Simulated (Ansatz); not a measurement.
Two isomers of C3H5NO: A = `OC1=CNC1`, B = `COC#CN`.

Calculated with Ansatz (gas phase, PBE0-D4/def2-TZVP geometries, no zero-point term in ΔE). CCSD(T)/CBS is the MP2 limit (def2-TZVPP, def2-QZVPP) plus CCSD(T) − MP2 in def2-TZVPP, frozen cores. DFT in def2-TZVPP. B3LYP here is the variant with VWN-RPA as its local correlation; programs differ in this. One conformer a species, not always the lowest.

Q: Which is lower in electronic energy at CCSD(T)/CBS, and by how much? (Best estimate.)

A: Ansatz gave: A, by 19.6 kcal/mol.

Q: Give E(B) − E(A) in kcal/mol with B3LYP-D4, CCSD/def2-TZVPP, B3LYP, ωB97M-V, HF/def2-TZVPP, PBE0-D4, BLYP-D4. (Best estimate.)

A: Computed: B3LYP-D4 14.8, CCSD/def2-TZVPP 18.3, B3LYP 13.6, ωB97M-V 18.6, HF/def2-TZVPP 10.9, PBE0-D4 21.0, BLYP-D4 13.8. None reverses the order clearly.

Q: Does the order hold for the free energy at 298.15 K (harmonic terms from PBE0-D4)? (An estimate is asked.)

A: The calculation gave: Yes: G(B) − G(A) = +17.3 kcal/mol, for one conformer each.

Largest T1 diagnostic: 0.012.

From BLYP to BHLYP (50 % exact exchange), in def2-TZVPP and without D4, E(B) − E(A) moves by +2.2 kcal/mol. At CCSD(T), def2-SVP lies −1.7 kcal/mol from the extrapolated value and def2-TZVPP −0.3 kcal/mol.
